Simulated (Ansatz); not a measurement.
Write a Python script for Ansatz 0.2.0, Python API that makes the interaction energy of a dimer with the counterpoise correction of CO2, SMILES O=C=O. Use (for the species named): PBE0, cc-pVDZ basis, multiplicity 1.

```xyz
3

O     0.3674   -1.0795    0.0872
C     0.0002    0.0001    0.0001
O    -0.3675    1.0794   -0.0873
```

Script `run_dimer.py`:
```python
"""Interaction energy of two CO2 molecules, with the counterpoise correction."""

import ansatz as az
import numpy as np

FIRST = [
    ("O", (0.3674, -1.0795, 0.0872)),
    ("C", (0.0002, 0.0001, 0.0001)),
    ("O", (-0.3675, 1.0794, -0.0873)),
]
SECOND = [
    ("O", (3.4468, 2.3634, 1.4317)),
    ("C", (3.01, 1.3078, 1.3792)),
    ("O", (2.5736, 0.252, 1.3272)),
]

def energy(atoms, ghosts=()):
    molecule = az.Crystal.molecule()
    for symbol, xyz in atoms:
        molecule = molecule.atom(symbol, xyz)
    calc = (
        molecule.calculation()
        .basis(gaussian="cc-pVDZ")
        .functional("pbe0")
    )
    deck = calc.input()
    if ghosts:
        deck = deck.set(az.key.basis.gaussian.ghost_atoms, [{"symbol": s, "position_ang": list(xyz)} for s, xyz in ghosts])
    return az.Session.from_dict(deck).plan().execute().report["free_energy_ev"]

# monomers in their own basis and in the basis of the dimer
direction = np.array([0.8455, 0.3673, 0.3875])
print("shift (A)   counterpoise-corrected interaction (kcal/mol)")
for shift in (-0.3, 0.0, 0.4, 1.0, 2.0):
    moved = [(s, tuple(np.round(np.array(xyz) + shift * direction, 4))) for s, xyz in SECOND]
    gain = energy(FIRST + moved) - energy(FIRST, moved) - energy(moved, FIRST)
    print(f"{shift:8.2f} {23.060548 * gain:14.3f}")
```

Output of `python run_dimer.py`:
```text
shift (A)   counterpoise-corrected interaction (kcal/mol)
   -0.30          3.051
    0.00          0.605
    0.40         -0.129
    1.00         -0.135
    2.00         -0.038
```

What to keep in mind:
- The dimer is a generated trial pose of unrelaxed monomers, not a minimum, so the figure is no binding energy, and the basis set is small.
- This level lacks the dispersion part of the attraction (electrostatics and induction are there), which can decide the sign where the interaction is weak.
- Timing: 19 s on 1 thread of Arm Neoverse V2 (shared host), peak memory 0.22 GiB.

(Lines on the test bed's own set-up are left out of the output.)
